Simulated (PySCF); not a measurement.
Working out the electron affinity of P

P⁻ [Ne] 3s2 3p4 (3P) → P [Ne] 3s2 3p3 (4S). Computed with PySCF 2.14 in aug-cc-pwCVDZ, with no relativity, point nucleus. Frozen: nothing. Energies in hartree (1 hartree = 27.21139 eV):

```csv
part,P⁻ (lower),P (upper)
UHF,-340.696713,-340.710168
MP2 opposite-spin,-0.173300,-0.154136
MP2 same-spin,-0.068856,-0.065055
```

**Question.** What does Hartree-Fock give?

**Answer.** (-340.710168) − (-340.696713) = -0.013455 hartree = -0.366 eV.

**Question.** What do MP2 and SCS-MP2 (6/5 opposite-spin, 1/3 same-spin) give?

**Answer.** The opposite-spin parts differ by 0.521 eV and the same-spin parts by 0.103 eV. MP2: -0.366 + (0.521) + (0.103) = 0.258 eV. SCS-MP2: -0.366 + 1.2 × (0.521) + (0.103)/3 = 0.294 eV.

A first-order spin-orbit estimate adds 0.012 eV to MP2 (all electrons), giving 0.270 eV against 0.747 eV (measured; photodetachment measurements, as compiled on the Wikipedia data page of electron affinities).

A double-zeta basis recovers only part of the correlation energy.

What remains against the reference includes basis incompleteness and correlation beyond second order.
